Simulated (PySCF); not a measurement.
## Partial charges of `[AlH2][CH2][SiH3]`

Compound: CH7AlSi.
Cartesian coordinates in Å at the PBE0-D3(BJ)/def2-SVP level; atoms count from 1:
```xyz
10
CH7AlSi angstrom
Al     1.733    0.453   -0.023
C      0.103   -0.606   -0.231
Si    -1.362    0.019    0.763
H      2.808    0.048    1.077
H      1.967    1.726   -0.948
H     -0.201   -0.609   -1.293
H      0.292   -1.651    0.073
H     -2.590   -0.811    0.556
H     -1.689    1.429    0.382
H     -1.043    0.012    2.227
```

Density: PBE0/pcSseg-1 (PySCF); schemes: Mulliken, IAO, Hirshfeld and ESP-fitted. Geometry: PBE0-D3(BJ)/def2-SVP, one conformer, isolated molecule.

Task: Atoms with like bonding are taken together and averaged. Do the Mulliken, IAO, Hirshfeld and ESP-fitted schemes agree on where the charge is highest?

Result: All schemes agree: Mulliken Al1 (+0.808); IAO Al1 (+0.763); Hirshfeld Al1 (+0.514); ESP-fitted Al1 (+0.905).

Task: Do the Mulliken, IAO, Hirshfeld and ESP-fitted schemes agree on where the charge is lowest?

Result: All schemes agree: Mulliken C2 (-0.917); IAO C2 (-0.915); Hirshfeld C2 (-0.307); ESP-fitted C2 (-0.663).

Task: What partial charge does each atom carry?

Result: In e; atoms taken as equivalent share a row and are averaged (×n: the atom named and its like, n in all):

| atom | environment | Mulliken | IAO | Hirshfeld | ESP-fitted |
| --- | --- | --- | --- | --- | --- |
| Al1 | aluminium bonded to C and 2 H | +0.808 | +0.763 | +0.514 | +0.905 |
| C2 | sp3 carbon bound to silicon | -0.917 | -0.915 | -0.307 | -0.663 |
| Si3 | SiH3 silicon | +0.445 | +0.593 | +0.301 | +0.497 |
| H4/H5 | Al–H hydrogen | -0.224 | -0.205 | -0.171 | -0.312 |
| H6/H7 | methylene hydrogen | +0.175 | +0.164 | +0.038 | +0.139 |
| H8/H9/H10 | Si–H hydrogen | -0.079 | -0.119 | -0.081 | -0.131 |

Mean size of the charges over all atoms: IAO 0.337 e, ESP-fitted 0.336 e, Mulliken 0.320 e, Hirshfeld 0.178 e. Each set sums to the total charge, 0, to within 0.001 e. The IAO scheme counts the electrons in orthogonalised intrinsic atomic orbitals, a minimal basis polarised so that it spans the occupied orbitals exactly. The Hirshfeld scheme weights the molecular density at each point by an atom's share of the summed free-atom densities.

Task: How closely do the schemes follow one another over all atoms?

Result: Correlation coefficient and root-mean-square difference: Hirshfeld with ESP-fitted 0.99, 0.196 e; Mulliken with IAO 0.99, 0.055 e; Mulliken with ESP-fitted 0.97, 0.101 e; IAO with ESP-fitted 0.97, 0.108 e; IAO with Hirshfeld 0.95, 0.236 e; Mulliken with Hirshfeld 0.94, 0.228 e.

Task: How many electrons does the IAO scheme count on Al1?

Result: Z − q = 13 − (+0.763) = 12.237.

Task: Sum the charges by element, for elements with more than one atom.

Result: 
| element | atoms | Mulliken | IAO | Hirshfeld | ESP-fitted |
| --- | --- | --- | --- | --- | --- |
| H | 7 | -0.336 | -0.441 | -0.509 | -0.740 |
